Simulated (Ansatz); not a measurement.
# SiH3OF (SMILES O[SiH2]F) at RPA@PBE0/aug-cc-pVDZ

What is the energy change on altering one bond length of SiH3OF at RPA@PBE0/aug-cc-pVDZ? 

The calculation is run with Ansatz 0.2.0.

72 further runs of the same task are left out: 72 set aside as unsound or not needed.

### 1 Starting point

The species is SiH3OF (6 atoms), meant as a singlet with charge 0. As SMILES, `O[SiH2]F`. Geometry: relaxed at PBE0-D4/def2-TZVP. This is one conformer, not always the lowest.

Bond lengths: O1–Si2 1.630 Å, Si2–F3 1.596 Å, O1–H4 0.958 Å, Si2–H5 1.474 Å, Si2–H6 1.482 Å. Angles: O1–Si2–F3 111.0°, O1–Si2–H5 106.4°, O1–Si2–H6 111.7°, F3–Si2–H5 108.2°, F3–Si2–H6 106.0°, Si2–O1–H4 119.1°, H5–Si2–H6 113.7°.

### 2 The energy at RPA@PBE0/aug-cc-pVDZ

Input file in.yaml:

```yaml
crystal:
  periodic: [false, false, false]
  atoms:
    - {symbol: O, position_ang: [-0.853500, -0.209200, -0.924100]}
    - {symbol: Si, position_ang: [0.378300, -0.009300, 0.123900]}
    - {symbol: F, position_ang: [0.180800, -0.922800, 1.417800]}
    - {symbol: H, position_ang: [-1.714200, 0.150200, -0.705600]}
    - {symbol: H, position_ang: [1.595600, -0.458500, -0.575800]}
    - {symbol: H, position_ang: [0.455100, 1.385600, 0.617600]}
basis:
  gaussian:
    orbitals: aug-cc-pVDZ
hamiltonian:
  xc: {name: PBE0}
correlation:
  method: rpa
  frozen_orbitals: {F: 1, H: 0, O: 1, Si: 5}
accuracy: high
```

On the command line:

```
$ ansatz run in.yaml --threads 1 --pin off --max-ram 3480MiB --events-out events.jsonl --progress --plain --runs-dir runs
```

The program printed:

```text
Warning: RAYON_NUM_THREADS=1 ignored (pool sized by the plan → 1); use --threads N
Functional definition: PBE0
  name "PBE0"
  parameter a = 0.25
  parameter kappa = 0.804
  parameter beta = 0.06672455060314922
  exchange = (1 - a)*pbe_x(kappa = kappa, mu = beta*pi^2/3) + a*exact_x
  correlation = pbe_c(beta = beta)
2017 factors; integrals over basis functions are off by at most 3.4e-9 eV
mean field evaluation 1: about -12680.0735 eV, gradient 5.7e1 eV
mean field evaluation 2: about -12680.1360 eV, gradient 5.7e1 eV
mean field evaluation 4: about -12685.2600 eV, gradient 5.8e0 eV
mean field evaluation 8: about -12685.3358 eV, gradient 4.0e-1 eV
mean field evaluation 16: about -12685.3362 eV, gradient 6.2e-6 eV
mean field -12685.33618316 eV, -466.1775063014 hartree, gradient 2.3e-8 eV, S^2 0.000000; 0 other end points of the search recorded, 0 dependent functions left out
7 core orbitals not correlated: weight in the atoms' cores, before any rotation towards them, 1.000 or more for the frozen orbitals, at most 0.000 for the correlated occupied ones
reference -12655.75400134 eV, -465.0903811711 hartree; 10, 10 occupied and 83, 83 virtual orbitals, 2017 factors
Total energy: -12675.53717929 eV, -465.8173995512 hartree
```

Wall time 13 s (1 thread of Arm Neoverse V1, shared host); peak memory 0.34 GiB.

### 3 The distorted shape at the same level

Input file molecule.yaml:

```yaml
crystal:
  periodic: [false, false, false]
  atoms:
    - {symbol: O, position_ang: [-1.038240, -0.239180, -1.081274]}
    - {symbol: Si, position_ang: [0.378300, -0.009300, 0.123900]}
    - {symbol: F, position_ang: [0.180800, -0.922800, 1.417800]}
    - {symbol: H, position_ang: [-1.898940, 0.120220, -0.862774]}
    - {symbol: H, position_ang: [1.595600, -0.458500, -0.575800]}
    - {symbol: H, position_ang: [0.455100, 1.385600, 0.617600]}
basis:
  gaussian: {orbitals: aug-cc-pVDZ}
hamiltonian: {xc: {name: PBE0}}
correlation: {method: rpa, frozen_orbitals: {F: 1, H: 0, O: 1, Si: 5}}
accuracy: high
```

On the command line:

```
$ ansatz run molecule.yaml --threads 1 --pin off --max-ram 3480MiB --events-out events.jsonl --progress --plain --runs-dir runs
```

The program printed, cut to the lines that bear on the results:

```text
Warning: RAYON_NUM_THREADS=1 ignored (pool sized by the plan → 1); use --threads N
[... 2 set-up lines as earlier in the session ...]
[...]
2012 factors; integrals over basis functions are off by at most 3.6e-9 eV
[...]
mean field -12684.90825824 eV, -466.1617803508 hartree, gradient 1.7e-8 eV, S^2 0.000000; 0 other end points of the search recorded, 0 dependent functions left out
7 core orbitals not correlated: weight in the atoms' cores, before any rotation towards them, 1.000 or more for the frozen orbitals, at most 0.000 for the correlated occupied ones
reference -12655.15196023 eV, -465.0682565682 hartree; 10, 10 occupied and 83, 83 virtual orbitals, 2012 factors
Total energy: -12675.20622211 eV, -465.8052370990 hartree
```

It took 13 s on 1 thread of Arm Neoverse V1, shared host; peak memory 0.34 GiB.

### 4 What came out

At RPA@PBE0/aug-cc-pVDZ, 7 core orbitals frozen:

| quantity | value |
| --- | --- |
| first shape: total energy | -465.81740 Eh |
| first shape: RPA correlation energy (valence) | -727.0 mEh |
| distorted shape: total energy | -465.80524 Eh |
| distorted shape: RPA correlation energy (valence) | -737.0 mEh |
| energy change with the O1–Si2 bond stretched from 1.630 to 1.874 Å | 0.331 eV |

**Reading.** With the O1–Si2 bond stretched from 1.630 to 1.874 Å the energy rises by 0.33 eV (7.6 kcal/mol). The first shape isn't relaxed at this level, so the change isn't measured from a minimum.
